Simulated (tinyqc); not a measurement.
Worked calculation: coupled-perturbed Hartree-Fock on RHF in the sto-3g basis, for CH3-, spin multiplicity 1. The basis has no diffuse functions, so it cannot describe the extra electron: this is an exercise in the method, not the real anion. One step of it, computed by the program tinyqc.

Task: Response to a field: uncoupled start. Field along z; U_ai = -mu_ai / (e_a - e_i), alpha = -4 sum U_ai mu_ai.

orbital energies (hartree): MO1 -10.374121, MO2 -0.411427, MO3 -0.096217, MO4 -0.096014, MO5 0.223839, MO6 1.072554, MO7 1.231186, MO8 1.231754

dipole integrals <a|z|i> (bohr), order a6, a7, a8:
$$\begin{pmatrix}
-0.015546 & 0.011278 & -0.000051 & 0.000000 & 0.397810 \\
0.000000 & 0.000000 & 0.000000 & 0.139831 & 0.000000 \\
-0.000006 & 0.000012 & 0.139878 & 0.000000 & 0.000105
\end{pmatrix}$$

Give: uncoupled U; uncoupled polarisability.

Result:

uncoupled U, order a6, a7, a8:
$$\begin{pmatrix}
0.001 & -0.008 & 0.000 & 0.000 & -0.469 \\
0.000 & 0.000 & 0.000 & -0.105 & 0.000 \\
0.000 & 0.000 & -0.105 & 0.000 & 0.000
\end{pmatrix}$$

uncoupled polarisability = 0.864 bohr^3
